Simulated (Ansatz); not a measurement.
Reaction (SMILES): [C]#N (C-N) → CN- (singlet, bonded as [C]#N) (an electron is taken up)
B3LYP-D3(BJ)/def2-TZVP geometries, fixed; electronic energies without zero-point terms; positive where energy is released.
Largest species:
```xyz
2

C      0.0000     0.0000    -0.6258
N      0.0000     0.0000     0.5364
```
Charge 0, spin multiplicity 2.

Effect of a fitting basis named in the input at MP2/cc-pVTZ with Ansatz (a quantum-chemistry and plane-wave program), against the last row, where the adiabatic electron affinity is 4.39 eV. Cores are frozen. An unrestricted Hartree-Fock determinant is markedly spin-contaminated. Open shells are unrestricted. The default fits or decomposes integrals by the program's own choice; accuracy: high also tightens integrals, grids and stops.

| setting | largest shift of a total energy (mEh) | shift of the adiabatic electron affinity (eV) |
|---|---|---|
| fitting: def2-universal-jkfit and def2-SVP-RIFIT | -2.317 | -0.007 |
| fitting: def2-universal-jkfit and cc-pVDZ-RIFIT | -1.583 | -0.007 |
| fitting: def2-universal-jkfit and cc-pVTZ-RIFIT | 0.090 | 0.000 |
| fitting: def2-universal-jkfit and aug-cc-pVTZ-RIFIT | 0.076 | 0.000 |
| fitting: def2-universal-jkfit and cc-pVQZ-RIFIT | 0.084 | 0.000 |
| fitting: def2-universal-jkfit and aug-cc-pVQZ-RIFIT | 0.084 | 0.000 |
| accuracy: high | -0.002 | 0.000 |
| accuracy: medium (default) | 0.000 | 0.000 |

Within 0.002 eV in the adiabatic electron affinity: fitting: def2-universal-jkfit and cc-pVTZ-RIFIT; fitting: def2-universal-jkfit and aug-cc-pVTZ-RIFIT; fitting: def2-universal-jkfit and cc-pVQZ-RIFIT; fitting: def2-universal-jkfit and aug-cc-pVQZ-RIFIT; accuracy: high. The largest shift is 2.317 mEh in a total energy and 0.007 eV in the difference.
